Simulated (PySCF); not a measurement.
# BH⁻: one state, many levels of theory

State: ²Π (doublet), unpaired electrons π ↑. Set-up: B def2-TZVPPD, H def2-TZVPPD; no relativity (PySCF 2.14). De refers to B + H⁻ in their high-spin ground configurations, without counterpoise correction. The functionals are run spin-unrestricted. A positive dipole points towards H; it is taken about the centre of mass and depends on that origin.

```json
{"Level": "UHF-CCSD", "Re (Å)": "1.256", "ωe (cm⁻¹)": "2133", "De (eV)": "n/a", "μ (D)": "n/a", "CPU s a point (SCF and correlation, without the integrals)": "n/a"}
{"Level": "UHF-CCSD(T)", "Re (Å)": "1.257", "ωe (cm⁻¹)": "2119", "De (eV)": "n/a", "μ (D)": "n/a", "CPU s a point (SCF and correlation, without the integrals)": "2.5"}
{"Level": "LDA", "Re (Å)": "1.270", "ωe (cm⁻¹)": "2056", "De (eV)": "n/a", "μ (D)": "1.80", "CPU s a point (SCF and correlation, without the integrals)": "0.26"}
{"Level": "TPSS", "Re (Å)": "1.262", "ωe (cm⁻¹)": "2081", "De (eV)": "n/a", "μ (D)": "1.86", "CPU s a point (SCF and correlation, without the integrals)": "0.56"}
{"Level": "r²SCAN", "Re (Å)": "1.261", "ωe (cm⁻¹)": "2088", "De (eV)": "n/a", "μ (D)": "1.88", "CPU s a point (SCF and correlation, without the integrals)": "0.58"}
{"Level": "TPSSh", "Re (Å)": "1.260", "ωe (cm⁻¹)": "2100", "De (eV)": "n/a", "μ (D)": "1.87", "CPU s a point (SCF and correlation, without the integrals)": "0.66"}
{"Level": "B3LYP", "Re (Å)": "1.253", "ωe (cm⁻¹)": "2118", "De (eV)": "n/a", "μ (D)": "1.82", "CPU s a point (SCF and correlation, without the integrals)": "0.52"}
{"Level": "LC-ωPBE", "Re (Å)": "1.255", "ωe (cm⁻¹)": "2170", "De (eV)": "n/a", "μ (D)": "1.99", "CPU s a point (SCF and correlation, without the integrals)": "0.57"}
```

The bond length runs from 1.253 Å (B3LYP) to 1.270 Å (LDA).

Correlated steps freeze 1 core orbital. The highest Kohn–Sham level is positive in this anion. Much of that is self-interaction error, but it also means that the finite basis helps to hold the extra electron. The state is the lowest determinant that a PBE0 search found; another state may lie lower at other levels.

The whole job (state search and all levels along the bond) took about 1.7 min on 1 thread of AMD EPYC 7R43 64-Core (shared host), peak memory 0.85 GiB.
